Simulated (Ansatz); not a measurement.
What a trial cell of Na₃F₂ relaxes into

Computed with DFT PBE, scalar-relativistic, plane waves, PAW in Ansatz 0.2.0. Cutoff 420 eV, Γ-centred k mesh, Gaussian smearing, no spin polarisation in the final step.

Na₃F₂ was placed on the anti-tetradymite structure type (R-3m, No. 166), with F in place of Bi, Na in place of Te, at a guessed volume.

```xyz
5
Lattice="1.7397 1.0044 8.0644 -1.7397 1.0044 8.0644 0.0000 -2.0088 8.0644" Properties=species:S:1:pos:R:3 pbc="T T T"
Na    0.0000    0.0000    0.0000
Na    0.0000    0.0000    5.0685
Na    0.0000    0.0000   19.1247
F     0.0000    0.0000    9.6773
F     0.0000    0.0000   14.5159
```

Cell and atoms relax at zero pressure; the relaxation can't lower the symmetry of the start. After a coarse first stage the cell is made exact in the group found at 0.06 Å.

The zero of energy is the elements' standard structures at the same level (F₂ as a molecule); no fitted shifts are applied.

(1) What does it relax into?

(2) What are its volume, energy, density and gap?

## Answers

(1) It keeps R-3m (No. 166). The result has the tetradymite structure. Conventional cell: a = 3.386 Å, c = 25.931 Å. Na on Wyckoff site a (1 atom of the primitive cell) has 6 F at 2.37 Å; Na on Wyckoff site c (2 atoms of the primitive cell) has 3 F at 2.38 Å; around F lie 6 Na at 2.37–2.38 Å.

```xyz
5
Lattice="1.6928 0.9773 8.6436 -1.6928 0.9773 8.6436 0.0000 -1.9546 8.6436" Properties=species:S:1:pos:R:3 pbc="T T T"
Na    0.0000    0.0000    0.0000
Na    0.0000    0.0000    5.9309
Na    0.0000    0.0000   19.9998
F     0.0000    0.0000    9.9900
F     0.0000    0.0000   15.9407
```

(2) The volume per atom is 17.16 Å³, the density is 2.07 g/cm³ and the energy over the elements is -2.11 eV/atom. The gap on the 12×12×12 mesh is 0 eV (a metal).

The final run used a 12×12×12 mesh on its 5-atom cell and 0.10 eV smearing. The k mesh leaves about 4 meV/atom of noise in metals. A structure relaxed within its symmetry needn't be a true minimum. The steps took about 90 core-seconds in all.

Cost: 3 runs of about 1.5 core-minutes in all, on Arm Neoverse V2 (shared hosts).